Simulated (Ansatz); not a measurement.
**AlBClH₃: small, medium and large basis sets**

An exercise on one series of results from a longer session: the logs are not shown, and one member is left open.

Method: one geometry, several basis sets; program: Ansatz 0.2.0, Gaussian basis.

Plan: PBE0-D4/def2-SVP; ωB97M-V/def2-SVP; PBE0-D4/def2-QZVPP; ωB97M-V/def2-QZVPP; the functionals' def2-TZVPP values are taken from earlier runs.

1 further run of the same task is left out (it didn't finish).

## The geometry

The geometry comes from an earlier relaxation with PBE0-D4 in a triple-zeta def2 set; it is a stationary point.

6 atoms, charge 0, spin multiplicity 1.

Atoms are counted from 1 here; the program's logs count them from 0.

Bond lengths: Al1–B2 2.129 Å, Al1–H4 1.591 Å, Al1–H5 1.591 Å, B2–Cl3 1.756 Å, B2–H6 1.197 Å. Angles: B2–Al1–H4 120.6°, B2–Al1–H5 120.5°, H4–Al1–H5 118.9°, Al1–B2–Cl3 117.3°, Al1–B2–H6 129.0°, Cl3–B2–H6 113.7°.

The first run:

Input file in.yaml:

```yaml
crystal:
  periodic: [false, false, false]
  atoms:
    - {symbol: Al, position_ang: [-0.701072, 0.444257, -0.653039]}
    - {symbol: B, position_ang: [0.862189, -0.302387, 0.583765]}
    - {symbol: Cl, position_ang: [0.537080, -1.764489, 1.499940]}
    - {symbol: H, position_ang: [-0.841368, -0.039862, -2.161862]}
    - {symbol: H, position_ang: [-1.776992, 1.460342, -0.069695]}
    - {symbol: H, position_ang: [1.962062, 0.138140, 0.754792]}
basis:
  gaussian: {orbitals: def2-SVP}
hamiltonian: {xc: pbe0, dispersion: d4}
output: {orbitals: {seedname: orbitals}}
```

The run is started by

```console
> ansatz run in.yaml --threads 2 --pin off --events-out ev --progress --plain --max-ram 4352MiB
```

Among the steps run: PBE0-D4 in def2-SVP; ωB97M-V in def2-SVP; PBE0-D4 in def2-QZVPP; ωB97M-V in def2-QZVPP.

One table of the session follows, with a row left open; its other results are not shown here.

It belongs to the step «Density functionals: the series». 

```
functional       basis  HOMO (eV)  LUMO (eV)
   PBE0-D4    def2-SVP      -7.23      -2.04
   PBE0-D4  def2-TZVPP          ?          ?
   PBE0-D4  def2-QZVPP      -7.31      -2.19
   ωB97M-V    def2-SVP      -9.30      -0.03
   ωB97M-V  def2-TZVPP      -9.41      -0.16
   ωB97M-V  def2-QZVPP      -9.43      -0.31
```

**Question.** Estimate the row for PBE0-D4, def2-TZVPP.

As computed: HOMO (eV): -7.30; LUMO (eV): -2.16. In the column «HOMO (eV)» it lies between PBE0-D4, def2-QZVPP (-7.31) and PBE0-D4, def2-SVP (-7.23).
